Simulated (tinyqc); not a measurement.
CCSD on RHF in the sto-6g basis, frozen core, for BH2+, spin multiplicity 1, step by step (part 1 of 2). Computed by tinyqc, a small Python program that keeps every step (integrals from PySCF). Settings: charge = 1, multiplicity = 1, basis = sto-6g, method = RHF, frozen orbitals = 1, energy threshold = 1e-10, iteration cap = 67, orthogonalisation = symmetric, start = atomic densities, DIIS depth = 6, amplitude equations = CCSD, DIIS depth for amplitudes = 6, cap on updates = 68. Command: `OMP_NUM_THREADS=1 python tinyqc.py 24105 24106 out.jsonl` (the two numbers bound the seeds that draw the settings). One thread of a shared host (Intel(R) Xeon(R) Processor @ 2.60GHz), about 0.3 s of CPU time with the checks. Later iterations appear only in the table of the cycle.

## One-electron integrals

Geometry (angstrom):

| atom | x | y | z |
|---|---|---|---|
| B | 0.000000 | 0.000000 | 0.000000 |
| H | 0.000000 | 1.249000 | 0.479000 |
| H | 0.000000 | -1.249000 | 0.479000 |

Basis sto-6g: exponents (1/bohr^2) and contraction coefficients of normalised primitives:

| element | l (shell) | exponent | coefficient |
|---|---|---|---|
| B | s (1) | 506.011147 | 0.009164 |
| B | s (1) | 92.776814 | 0.049362 |
| B | s (1) | 25.955658 | 0.168538 |
| B | s (1) | 8.916445 | 0.370563 |
| B | s (1) | 3.462507 | 0.416492 |
| B | s (1) | 1.426054 | 0.130334 |
| B | s (2) | 23.194575 | -0.013253 |
| B | s (2) | 4.590810 | -0.046992 |
| B | s (2) | 1.426819 | -0.033785 |
| B | s (2) | 0.548948 | 0.250242 |
| B | s (2) | 0.238410 | 0.595117 |
| B | s (2) | 0.109280 | 0.240706 |
| B | p (3) | 23.194575 | 0.003760 |
| B | p (3) | 4.590810 | 0.037679 |
| B | p (3) | 1.426819 | 0.173897 |
| B | p (3) | 0.548948 | 0.418036 |
| B | p (3) | 0.238410 | 0.425859 |
| B | p (3) | 0.109280 | 0.101708 |
| H | s (1) | 35.523221 | 0.009164 |
| H | s (1) | 6.513144 | 0.049361 |
| H | s (1) | 1.822143 | 0.168538 |
| H | s (1) | 0.625955 | 0.370563 |
| H | s (1) | 0.243077 | 0.416492 |
| H | s (1) | 0.100112 | 0.130334 |

Overlap, kinetic and nuclear-attraction integrals over the contracted functions; the nuclear repulsion is the sum of Za Zb / Rab.

nuclear repulsion = 4.16771317 hartree

overlap S, lower triangle:
```
           1B 1s     1B 2s    1B 2px     1B 2py    1B 2pz     2H 1s     3H 1s
1B 1s   1.000000
1B 2s   0.264891  1.000000
1B 2px  0.000000  0.000000  1.000000
1B 2py  0.000000  0.000000  0.000000   1.000000
1B 2pz  0.000000  0.000000  0.000000   0.000000  1.000000
2H 1s   0.049502  0.402970  0.000000   0.406633  0.155946  1.000000
3H 1s   0.049502  0.402970  0.000000  -0.406633  0.155946  0.052447  1.000000
```

kinetic energy T (hartree), lower triangle:
```
            1B 1s     1B 2s    1B 2px     1B 2py    1B 2pz      2H 1s     3H 1s
1B 1s   10.947243
1B 2s   -0.333880  0.374498
1B 2px   0.000000  0.000000  1.125026
1B 2py   0.000000  0.000000  0.000000   1.125026
1B 2pz   0.000000  0.000000  0.000000   0.000000  1.125026
2H 1s   -0.011446  0.055361  0.000000   0.154634  0.059303   0.768522
3H 1s   -0.011446  0.055361  0.000000  -0.154634  0.059303  -0.010081  0.768522
```

nuclear attraction V (hartree), lower triangle:
```
             1B 1s      1B 2s     1B 2px     1B 2py     1B 2pz      2H 1s      3H 1s
1B 1s   -24.182896
1B 2s    -2.953764  -4.525526
1B 2px    0.000000   0.000000  -4.460539
1B 2py    0.000000   0.000000   0.000000  -4.630065
1B 2pz   -0.011072  -0.097665   0.000000   0.000000  -4.485473
2H 1s    -0.608108  -1.552524   0.000000  -1.483991  -0.583164  -3.413829
3H 1s    -0.608108  -1.552524   0.000000   1.483991  -0.583164  -0.199676  -3.413829
```

core Hamiltonian H = T + V (hartree), lower triangle:
```
             1B 1s      1B 2s     1B 2px     1B 2py     1B 2pz      2H 1s      3H 1s
1B 1s   -13.235652
1B 2s    -3.287644  -4.151028
1B 2px    0.000000   0.000000  -3.335513
1B 2py    0.000000   0.000000   0.000000  -3.505038
1B 2pz   -0.011072  -0.097665   0.000000   0.000000  -3.360446
2H 1s    -0.619554  -1.497162   0.000000  -1.329356  -0.523861  -2.645307
3H 1s    -0.619554  -1.497162   0.000000   1.329356  -0.523861  -0.209757  -2.645307
```

## Two-electron integrals

Functions are numbered as in S; the eight-fold symmetry (ij|kl) = (ji|kl) = (kl|ij) leaves the list below.

Two-electron integrals (ij|kl) in chemists' order, unique and non-zero (hartree):
```
(11|11) 2.924993    (21|11) 0.480756    (21|21) 0.099484    (22|11) 0.743449
(22|21) 0.188967    (22|22) 0.544922    (31|31) 0.021096    (32|31) 0.030854
(32|32) 0.120443    (33|11) 0.743450    (33|21) 0.188967    (33|22) 0.544922
(33|33) 0.587109    (41|41) 0.021096    (42|41) 0.030854    (42|42) 0.120443
(43|43) 0.031641    (44|11) 0.743450    (44|21) 0.188967    (44|22) 0.544922
(44|33) 0.523827    (44|44) 0.587109    (51|51) 0.021096    (52|51) 0.030854
(52|52) 0.120443    (53|53) 0.031641    (54|54) 0.031641    (55|11) 0.743450
(55|21) 0.188967    (55|22) 0.544922    (55|33) 0.523827    (55|44) 0.523827
(55|55) 0.587109    (61|11) 0.092988    (61|21) 0.018645    (61|22) 0.035133
(61|33) 0.034941    (61|41) 0.001369    (61|42) 0.002615    (61|44) 0.035441
(61|51) 0.000525    (61|52) 0.001003    (61|54) 0.000192    (61|55) 0.035015
(61|61) 0.003626    (62|11) 0.228408    (62|21) 0.059081    (62|22) 0.188129
(62|33) 0.182735    (62|41) 0.006453    (62|42) 0.038396    (62|44) 0.196842
(62|51) 0.002475    (62|52) 0.014725    (62|54) 0.005410    (62|55) 0.184810
(62|61) 0.011771    (62|62) 0.091200    (63|31) 0.006100    (63|32) 0.027931
(63|43) 0.007130    (63|53) 0.002734    (63|63) 0.009811    (64|11) 0.203738
(64|21) 0.053432    (64|22) 0.179072    (64|33) 0.169699    (64|41) 0.011059
(64|42) 0.061032    (64|44) 0.196041    (64|51) 0.001902    (64|52) 0.012695
(64|54) 0.007368    (64|55) 0.171476    (64|61) 0.011175    (64|62) 0.101453
(64|64) 0.120330    (65|11) 0.078135    (65|21) 0.020491    (65|22) 0.068675
(65|33) 0.065081    (65|41) 0.001902    (65|42) 0.012695    (65|44) 0.069714
(65|51) 0.006830    (65|52) 0.032799    (65|54) 0.008907    (65|55) 0.071231
(65|61) 0.004286    (65|62) 0.038908    (65|64) 0.042385    (65|65) 0.026065
(66|11) 0.392134    (66|21) 0.103551    (66|22) 0.372477    (66|33) 0.350736
(66|41) 0.013390    (66|42) 0.105988    (66|44) 0.407596    (66|51) 0.005135
(66|52) 0.040647    (66|54) 0.021806    (66|55) 0.359099    (66|61) 0.021096
(66|62) 0.233731    (66|64) 0.282210    (66|65) 0.108229    (66|66) 0.774999
(71|11) 0.092988    (71|21) 0.018645    (71|22) 0.035133    (71|33) 0.034941
(71|41) -0.001369   (71|42) -0.002615   (71|44) 0.035441    (71|51) 0.000525
(71|52) 0.001003    (71|54) -0.000192   (71|55) 0.035015    (71|61) 0.003431
(71|62) 0.010514    (71|64) 0.009078    (71|65) 0.003841    (71|66) 0.018277
(71|71) 0.003626    (72|11) 0.228408    (72|21) 0.059081    (72|22) 0.188129
(72|33) 0.182735    (72|41) -0.006453   (72|42) -0.038396   (72|44) 0.196842
(72|51) 0.002475    (72|52) 0.014725    (72|54) -0.005410   (72|55) 0.184810
(72|61) 0.010514    (72|62) 0.056411    (72|64) 0.047466    (72|65) 0.023486
(72|66) 0.108060    (72|71) 0.011771    (72|72) 0.091200    (73|31) 0.006100
(73|32) 0.027931    (73|43) -0.007130   (73|53) 0.002734    (73|63) 0.005337
(73|73) 0.009811    (74|11) -0.203738   (74|21) -0.053432   (74|22) -0.179072
(74|33) -0.169699   (74|41) 0.011059    (74|42) 0.061032    (74|44) -0.196041
(74|51) -0.001902   (74|52) -0.012695   (74|54) 0.007368    (74|55) -0.171476
(74|61) -0.009078   (74|62) -0.047466   (74|64) -0.035991   (74|65) -0.019438
(74|66) -0.088044   (74|71) -0.011175   (74|72) -0.101453   (74|74) 0.120330
(75|11) 0.078135    (75|21) 0.020491    (75|22) 0.068675    (75|33) 0.065081
(75|41) -0.001902   (75|42) -0.012695   (75|44) 0.069714    (75|51) 0.006830
(75|52) 0.032799    (75|54) -0.008907   (75|55) 0.071231    (75|61) 0.003841
(75|62) 0.023486    (75|64) 0.019438    (75|65) 0.014901    (75|66) 0.046756
(75|71) 0.004286    (75|72) 0.038908    (75|74) -0.042385   (75|75) 0.026065
(76|11) 0.029857    (76|21) 0.007683    (76|22) 0.024327    (76|33) 0.023761
(76|44) 0.024759    (76|51) 0.000569    (76|52) 0.003296    (76|55) 0.024462
(76|61) 0.001455    (76|62) 0.009510    (76|64) 0.009359    (76|65) 0.004428
(76|66) 0.021467    (76|71) 0.001455    (76|72) 0.009510    (76|74) -0.009359
(76|75) 0.004428    (76|76) 0.001266    (77|11) 0.392134    (77|21) 0.103551
(77|22) 0.372477    (77|33) 0.350736    (77|41) -0.013390   (77|42) -0.105988
(77|44) 0.407596    (77|51) 0.005135    (77|52) 0.040647    (77|54) -0.021806
(77|55) 0.359099    (77|61) 0.018277    (77|62) 0.108060    (77|64) 0.088044
(77|65) 0.046756    (77|66) 0.211721    (77|71) 0.021096    (77|72) 0.233731
(77|74) -0.282210   (77|75) 0.108229    (77|76) 0.021467    (77|77) 0.774999
```

## Orthogonalisation

S = U s U^T; symmetric (Loewdin) form X = U s^(-1/2) U^T, so that X^T S X = 1.

eigenvalues of S: 0.384512  0.398114  0.888355  1.000000  1.069992  1.549439  1.709587

X, lower triangle:
```
            1B 1s      1B 2s    1B 2px     1B 2py     1B 2pz      2H 1s     3H 1s
1B 1s    1.030074
1B 2s   -0.156825   1.197316
1B 2px   0.000000   0.000000  1.000000
1B 2py   0.000000   0.000000  0.000000   1.176322
1B 2pz  -0.006830   0.063882  0.000000   0.000000   1.024070
2H 1s    0.022885  -0.261172  0.000000  -0.276021  -0.098827   1.182830
3H 1s    0.022885  -0.261172  0.000000   0.276021  -0.098827  -0.029092  1.182830
```

## Starting guess

The start is atomic minimal-basis densities projected into this basis (PySCF's MINAO start) and scaled to the electron count of each spin; this density is not idempotent, so its energy is not variational and may lie below the converged one.

D at the start, lower triangle:
```
            1B 1s      1B 2s    1B 2px     1B 2py    1B 2pz     2H 1s     3H 1s
1B 1s    1.857096
1B 2s   -0.454648   1.723485
1B 2px   0.000000   0.000000  0.274477
1B 2py   0.000000   0.000000  0.000000   0.222757
1B 2pz   0.009688  -0.032151  0.000000   0.000000  0.267456
2H 1s   -0.031146   0.122399  0.000000   0.043568  0.014547  0.811854
3H 1s   -0.031146   0.122399  0.000000  -0.043568  0.014547  0.007842  0.811854
```

## Iteration 1: building the Fock matrix

J_ij = sum D_kl (ij|kl), K_ij = sum D_kl (ik|jl); F = H + J - 0.5 K; E = tr D H + tr D J / 2 - 0.25 tr D K + E_nn.

Coulomb J (hartree), lower triangle:
```
           1B 1s     1B 2s    1B 2px     1B 2py    1B 2pz     2H 1s     3H 1s
1B 1s   7.622151
1B 2s   1.477897  3.292800
1B 2px  0.000000  0.000000  3.254269
1B 2py  0.000000  0.000000  0.000000   3.355040
1B 2pz  0.008647  0.070109  0.000000   0.000000  3.269088
2H 1s   0.282086  1.164396  0.000000   1.125087  0.442541  2.476020
3H 1s   0.282086  1.164396  0.000000  -1.125087  0.442541  0.150008  2.476020
```

exchange K (hartree), lower triangle:
```
           1B 1s     1B 2s    1B 2px     1B 2py    1B 2pz     2H 1s     3H 1s
1B 1s   5.186191
1B 2s   0.886691  1.285454
1B 2px  0.000000  0.000000  0.425691
1B 2py  0.000000  0.000000  0.000000   0.624545
1B 2pz  0.009121  0.071176  0.000000   0.000000  0.454922
2H 1s   0.190499  0.612982  0.000000   0.376177  0.152197  0.903004
3H 1s   0.190499  0.612982  0.000000  -0.376177  0.152197  0.148743  0.903004
```

Fock matrix F (hartree), lower triangle:
```
            1B 1s      1B 2s     1B 2px     1B 2py     1B 2pz      2H 1s      3H 1s
1B 1s   -8.206596
1B 2s   -2.253093  -1.500955
1B 2px   0.000000   0.000000  -0.294090
1B 2py   0.000000   0.000000   0.000000  -0.462271
1B 2pz  -0.006985  -0.063144   0.000000   0.000000  -0.318819
2H 1s   -0.432717  -0.639257   0.000000  -0.392358  -0.157419  -0.620789
3H 1s   -0.432717  -0.639257   0.000000   0.392358  -0.157419  -0.134120  -0.620789
```

total energy of this density = -22.80251076 hartree

This density is the starting one; it is not idempotent, so its energy is not variational and may lie below the converged one.

## Iteration 1: diagonalisation and new density

Diagonalise F' = X^T F X, C = X C', fill 3 alpha and 3 beta electrons from the bottom; D = 2 C_occ C_occ^T. Each column has its largest component positive (the first on a tie).

F' = X^T F X (hartree), lower triangle:
```
           1          2          3          4          5          6          7
1  -8.048986
2  -1.069317  -0.882027
3   0.000000   0.000000  -0.294090
4   0.000000   0.000000   0.000000  -0.204238
5  -0.010493   0.024871   0.000000   0.000000  -0.283102
6  -0.050680  -0.323851   0.000000  -0.306243  -0.109342  -0.320346
7  -0.050680  -0.323851   0.000000   0.306243  -0.109342  -0.060109  -0.320346
```

orbital energies (hartree): MO1 -8.207548, MO2 -1.033528, MO3 -0.666235, MO4 -0.350651, MO5 -0.294090, MO6 -0.002844, MO7 0.201760

coefficients C:
```
              MO1        MO2        MO3        MO4       MO5        MO6        MO7
1B 1s    0.996697  -0.240991   0.000000   0.098192  0.000000  -0.160059   0.000000
1B 2s    0.012645   0.778912   0.000000  -0.463199  0.000000   0.881615   0.000000
1B 2px   0.000000   0.000000   0.000000   0.000000  1.000000   0.000000   0.000000
1B 2py   0.000000   0.000000   0.519721   0.000000  0.000000   0.000000   1.125166
1B 2pz   0.001304   0.063892   0.000000   0.838249  0.000000   0.604677   0.000000
2H 1s   -0.001125   0.244369   0.436428   0.268872  0.000000  -0.782335  -0.787462
3H 1s   -0.001125   0.244369  -0.436428   0.268872  0.000000  -0.782335   0.787462
```

D after iteration 1, lower triangle:
```
            1B 1s     1B 2s    1B 2px     1B 2py    1B 2pz      2H 1s     3H 1s
1B 1s    2.102962
1B 2s   -0.350214  1.213726
1B 2px   0.000000  0.000000  0.000000
1B 2py   0.000000  0.000000  0.000000   0.540220
1B 2pz  -0.028196  0.099566  0.000000   0.000000  0.008168
2H 1s   -0.120023  0.380656  0.000000   0.453641  0.031224   0.500374
3H 1s   -0.120023  0.380656  0.000000  -0.453641  0.031224  -0.261503  0.500374
```

## Iteration 7 (converged): orbitals

converged F (hartree), lower triangle:
```
            1B 1s      1B 2s     1B 2px     1B 2py     1B 2pz      2H 1s      3H 1s
1B 1s   -8.029522
1B 2s   -2.233531  -1.375311
1B 2px   0.000000   0.000000  -0.162402
1B 2py   0.000000   0.000000   0.000000  -0.607442
1B 2pz   0.007049  -0.080310   0.000000   0.000000  -0.193110
2H 1s   -0.422217  -0.625890   0.000000  -0.488132  -0.152518  -0.629633
3H 1s   -0.422217  -0.625890   0.000000   0.488132  -0.152518  -0.085748  -0.629633
```

As before.

F' = X^T F X (hartree), lower triangle:
```
           1          2          3          4          5          6          7
1  -7.863723
2  -1.100049  -0.717228
3   0.000000   0.000000  -0.162402
4   0.000000   0.000000   0.000000  -0.289449
5   0.003371   0.015272   0.000000   0.000000  -0.154728
6  -0.037441  -0.353710   0.000000  -0.391097  -0.116163  -0.282953
7  -0.037441  -0.353710   0.000000   0.391097  -0.116163  -0.044709  -0.282953
```

orbital energies (hartree): MO1 -8.031315, MO2 -0.948953, MO3 -0.817533, MO4 -0.212708, MO5 -0.162402, MO6 0.129636, MO7 0.289841

coefficients C:
```
              MO1        MO2        MO3        MO4       MO5        MO6        MO7
1B 1s    0.995350  -0.228260   0.000000   0.111621  0.000000  -0.177365   0.000000
1B 2s    0.018218   0.701414   0.000000  -0.487587  0.000000   0.931991   0.000000
1B 2px   0.000000   0.000000   0.000000   0.000000  1.000000   0.000000   0.000000
1B 2py   0.000000   0.000000   0.581235   0.000000  0.000000   0.000000   1.094657
1B 2pz   0.000132   0.080274   0.000000   0.846415  0.000000   0.591199   0.000000
2H 1s   -0.002994   0.301753   0.392148   0.236843  0.000000  -0.772592  -0.810423
3H 1s   -0.002994   0.301753  -0.392148   0.236843  0.000000  -0.772592   0.810423
```

D after iteration 7, lower triangle:
```
            1B 1s     1B 2s    1B 2px     1B 2py    1B 2pz      2H 1s     3H 1s
1B 1s    2.085648
1B 2s   -0.283944  0.984628
1B 2px   0.000000  0.000000  0.000000
1B 2py   0.000000  0.000000  0.000000   0.675669
1B 2pz  -0.036384  0.112616  0.000000   0.000000  0.012888
2H 1s   -0.143717  0.423198  0.000000   0.455861  0.048445   0.489688
3H 1s   -0.143717  0.423198  0.000000  -0.455861  0.048445  -0.125433  0.489688
```

## Convergence

Stop when the energy changes by less than 1e-10 hartree and every element of the error matrix X^T (F D S - S D F) X is below 3e-06.

Course of the cycle:

| iteration | E (hartree) | change | largest element of the error matrix |
|---|---|---|---|
| 1 | -22.80251076 | - | 3.70e-01 |
| 2 | -25.36750594 | -2.56e+00 | 6.52e-02 |
| 3 | -25.37869925 | -1.12e-02 | 1.95e-02 |
| 4 | -25.37993128 | -1.23e-03 | 2.35e-03 |
| 5 | -25.37995115 | -1.99e-05 | 4.51e-04 |
| 6 | -25.37995154 | -3.89e-07 | 1.21e-05 |
| 7 | -25.37995154 | -8.34e-11 | 2.73e-07 |

PySCF RHF in the same basis = -25.37995154 hartree

Converged in 7 iterations.

## Populations, bond orders and dipole

Mulliken: Z minus the diagonal of D S on the atom; Loewdin: the same with S^(1/2) D S^(1/2); Mayer order: 2 sum_s sum (D(s) S)_ij (D(s) S)_ji over the two atoms.

Charges (e):

| atom | Mulliken | Loewdin |
|---|---|---|
| 1B | 0.678907 | 0.748100 |
| 2H | 0.160546 | 0.125950 |
| 3H | 0.160546 | 0.125950 |

Mayer bond orders:

| pair | order |
|---|---|
| 2-1 | 0.961197 |
| 3-1 | 0.961197 |
| 3-2 | 0.013028 |

dipole moment about the origin, x y z (debye): 0.000000  0.000000  -0.160070

## Integrals over molecular orbitals

(pq|rs) = sum C_ip C_jq C_kr C_ls (ij|kl), one index at a time.

one-electron integrals over orbitals h = C^T H C (hartree), lower triangle:
```
            1          2          3          4          5          6          7
1  -13.225787
2    0.293588  -3.378872
3    0.000000   0.000000  -3.145205
4   -0.158284   0.125900   0.000000  -3.237195
5    0.000000   0.000000   0.000000   0.000000  -3.335513
6    0.210589  -0.509026   0.000000  -0.254216   0.000000  -2.693641
7    0.000000   0.000000  -0.570950   0.000000   0.000000   0.000000  -2.681988
```

Two-electron integrals over orbitals (pq|rs), unique and non-zero (hartree); the lowest 1 orbital is frozen and left out:
```
(22|22) 0.460373    (32|32) 0.141520    (33|22) 0.454005    (33|33) 0.473602
(42|22) 0.012115    (42|33) 0.013873    (42|42) 0.073248    (43|32) 0.025436
(43|43) 0.030553    (44|22) 0.445515    (44|33) 0.424081    (44|42) -0.074071
(44|44) 0.573711    (52|52) 0.075668    (53|53) 0.018566    (54|52) -0.029251
(54|54) 0.039842    (55|22) 0.469278    (55|33) 0.432249    (55|42) -0.039122
(55|44) 0.507009    (55|55) 0.587109    (62|22) 0.048407    (62|33) 0.009473
(62|42) -0.003361   (62|44) 0.062480    (62|55) 0.101320    (62|62) 0.088358
(63|32) -0.068698   (63|43) -0.026992   (63|63) 0.079020    (64|22) 0.024923
(64|33) 0.002267    (64|42) 0.004262    (64|44) 0.037449    (64|55) 0.041218
(64|62) 0.050695    (64|64) 0.036099    (65|52) 0.051199    (65|54) -0.009984
(65|65) 0.042125    (66|22) 0.460565    (66|33) 0.458069    (66|42) 0.052758
(66|44) 0.406633    (66|55) 0.438334    (66|62) 0.030156    (66|64) 0.019668
(66|66) 0.509030    (72|32) -0.012277   (72|43) -0.029514   (72|63) 0.051415
(72|72) 0.054457    (73|22) 0.047407    (73|33) 0.026464    (73|42) -0.049162
(73|44) 0.102804    (73|55) 0.111278    (73|62) 0.074199    (73|64) 0.038387
(73|66) -0.002312   (73|73) 0.108882    (74|32) -0.065453   (74|43) 0.002846
(74|63) 0.040088    (74|72) 0.004542    (74|74) 0.050421    (75|53) 0.016692
(75|75) 0.018490    (76|32) 0.119845    (76|43) 0.038095    (76|63) -0.082870
(76|72) -0.039565   (76|74) -0.055715   (76|76) 0.129622    (77|22) 0.458693
(77|33) 0.476094    (77|42) -0.002549   (77|44) 0.456007    (77|55) 0.455011
(77|62) 0.012280    (77|64) 0.000376    (77|66) 0.470315    (77|73) 0.036947
(77|77) 0.506002
```

## CCSD: starting amplitudes

t_ij^ab = <ij||ab> / (e_i + e_j - e_a - e_b), whose energy is MP2.

Starting amplitudes (spin orbitals 1a, 1b, ...; amplitudes related by a flip of all spins are not repeated):

| from | to | t |
|---|---|---|
| 2a 2b | 4a 4b | -0.049744 |
| 3a 3b | 7a 7b | -0.049162 |
| 2a 2b | 5a 5b | -0.048101 |
| 3a 3b | 6a 6b | -0.041714 |
| 2a 2b | 6a 6b | -0.040960 |
| 2a 3b | 6a 7b | -0.033943 |
| 2a 3b | 4a 7b | 0.026666 |
| 3a 3b | 4a 4b | -0.025258 |
| 2a 3b | 6b 7a | 0.023520 |
| 2a 2b | 7a 7b | -0.021980 |
| 3a 3b | 4a 6b | 0.017392 |
| 2a 3b | 4b 7a | -0.016009 |
| 3a 3b | 5a 5b | -0.014170 |
| 2a 3a | 4a 7a | 0.010657 |
| 2a 3a | 6a 7a | -0.010423 |
| 2a 2b | 4a 6b | 0.001852 |

correlation energy = -0.03465106 hartree
